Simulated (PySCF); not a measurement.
# Structure from NMR data

An unknown has the formula C4H6O. Its calculated NMR data are:

¹H NMR (400 MHz, computed): δ 9.60 (t, J = 3.8 Hz, 1H), 5.96 (m, 1H), 5.73 (m, 1H), 5.73 (m, 1H), 3.05 (m, 2H).

¹³C{¹H} NMR (computed): δ 203.1 (CH), 137.4 (CH), 129.4 (CH2), 55.9 (CH2).

Level of theory: structure optimised with GFN2-xTB, couplings computed with B3LYP/pcJ-1 (without the spin–dipole term), shieldings: GIAO PBE0/pcSseg-1, in PySCF 2.14.0 with density-fitted response routines (one conformer, gas phase, averaged over atoms made equivalent by symmetry, fast rotation or ring inversion, relativity neglected).

Chemical shifts δ = σref − σ; TMS for ¹H (31.72 ppm), ¹³C (186.93 ppm), all at this level.

Problem. What is the structure?

Solution. 
1. Rings plus π bonds: 2 (no ring in the answer).
2. 4 carbon signals for 4 carbons: no two carbons are equivalent.
3. Carbon types of the structure: 2 × CH, 2 × CH2, which accounts for all hydrogens.
4. δC 203.1: aldehyde carbonyl carbon; low-lying n→π* states of the double bond to the heteroatom give a large paramagnetic term (-266 ppm).
5. δC 137.4: alkene CH; as expected for a trigonal carbon in a double bond.
6. δC 129.4: terminal =CH2 carbon; as expected for a trigonal carbon in a double bond.
7. δH 9.60: hydrogen on an aldehyde carbonyl carbon; the C=O anisotropy and electron withdrawal place aldehyde protons far downfield.
8. δH 5.96: hydrogen on an alkene CH; attached to an sp2 carbon and in the plane of the double bond.
9. δH 5.73, 5.73: hydrogen on a terminal =CH2 carbon; olefinic region.
10. δH 3.05: hydrogen on an sp3 CH2 α to a carbonyl; α to C=O.

These data were computed for 3-butenal (SMILES C(=C)CC=O).

This is the structure that produced the data.

Multiplet labels drop couplings under 1 Hz and merge nearly equal ones. Unscaled 3J(H,H) at this level run about 10 % above measured values. Shifts are as computed. Against solution values, carbons near 30 ppm lie about +3 ppm off and those near 130 ppm about +5 ppm. Of 1211 compounds with measured shifts, 218 miss one by over three times the rms of a fit or turn the order of signals round; such compounds aren't used in these exercises. Couplings across =CH–CH2 type bonds come from one rotamer and its mirror image, and can be 1–2 Hz further off.
